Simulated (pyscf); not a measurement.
•H₂C–CH₃ + H• → CH₃• + CH₃•, a substitution at C (triplet surface; C–C broken, C–H formed). Optimised with ωB97X-D3(BJ)/def2-SVP in PySCF. Correlated levels are frozen-core, on RHF or UHF. ΔMP2 is the change of the MP2 total energy from the triple- to the quadruple-zeta basis. Energies in kJ/mol from the separated reactants.

Small-basis levels: PySCF, no dispersion term, spherical d functions. AM1 to PM7: differences of heats of formation from MOPAC, which are fitted to 298 K values and so differ in kind from electronic energies by zero-point and thermal terms. GFN2-xTB: tblite. Open shells are spin-unrestricted. 

```csv
level,barrier,reaction energy
HF/STO-3G,368.9,-65.3
SVWN5/6-31G*,153.0,+6.4
BP86/6-31G*,174.8,-41.4
B3LYP/LANL2DZ,199.4,-70.2
PBE/def2-SVP,177.7,-17.0
GFN2-xTB,283.1,+60.7
AM1,164.7,-37.3
CCSD(T)/def2-TZVPP + ΔMP2(QZVPP),214.8,-50.4
```

Against the last row the barrier runs from -61.9 (SVWN5/6-31G*) to +154.1 kJ/mol (HF/STO-3G); B3LYP/LANL2DZ happens to lie closest here (15.4 kJ/mol apart). CCSD(T)/def2-TZVPP + ΔMP2(QZVPP) has limits of its own. The same reactants have a lower exit, to CH₄ + CH₂ [triplet] (barrier +164.3 kJ/mol at ωB97M-D3(BJ)/def2-TZVP, against +210.0 kJ/mol here). •H₂C–CH₃ + H• also meet on a surface of lower spin, which isn't treated here. CH₃• + CH₃• also meet on a surface of lower spin, which isn't treated here. One saddle was located; it need not be the lowest between these sides. The angle at the attacked C is 177°. The CCSD(T) − MP2 part came from Ansatz, without density fitting, on the same reference.
